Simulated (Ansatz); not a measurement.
Basis-set limit of SiH5, doublet

```xyz
6

Si   -0.0822    0.0000    0.0000
H    -0.5771    1.3997    0.0000
H    -0.5771   -0.6999    1.2122
H    -0.5771   -0.6999   -1.2122
H     1.5738    0.0000    0.0000
H     2.4478    0.0000    0.0000
```

Ansatz 0.2.0, UHF determinant, valence electrons correlated. Energies in eV.

```
       set  X  functions  Hartree–Fock  MP2 correlation  CCSD(T) correlation                                                                                                              time
def2-TZVPP  3        112    -7938.3969          -4.2784              -5.3403  1.9 s on 1 × NVIDIA H100 80GB HBM3 with 1 thread of AMD EPYC 7R13 Processor (Zen 3), with other jobs on the host
def2-QZVPP  4        220    -7938.6623          -4.5531              -5.5651                 4.2 s on 1 × NVIDIA H100 80GB HBM3 with 1 thread of AMD EPYC 7R13 Processor (Zen 3) (shared host)
```

Hartree–Fock is taken to follow E(X) = E∞ + A·exp(−7.88·√X), correlation E(X) = E∞ + B·X^−2.97.

**Question.** Work out the CCSD(T) energy at the limit, and how far the shortcut misses it that extrapolates MP2 and adds CCSD(T) minus MP2 from the smaller set.

**Answer.** Hartree–Fock: E∞ = E4 + 0.1377·(E4 − E3) = -7938.6989. Correlation: E∞ = E4 + 0.7407·(E4 − E3) = -5.7317 for CCSD(T) and -4.7565 for MP2. The limit is -7944.4306 eV, 0.203 eV below def2-QZVPP. The shortcut gives a correlation energy of -4.7565 + (-1.0619) = -5.8184, 87 meV lower than the direct value.

Past Ne part of the Hartree–Fock step between the two sets comes from the cores, which don't follow the formula, so the 37 meV that it adds to the total can overshoot; that part largely cancels in differences.
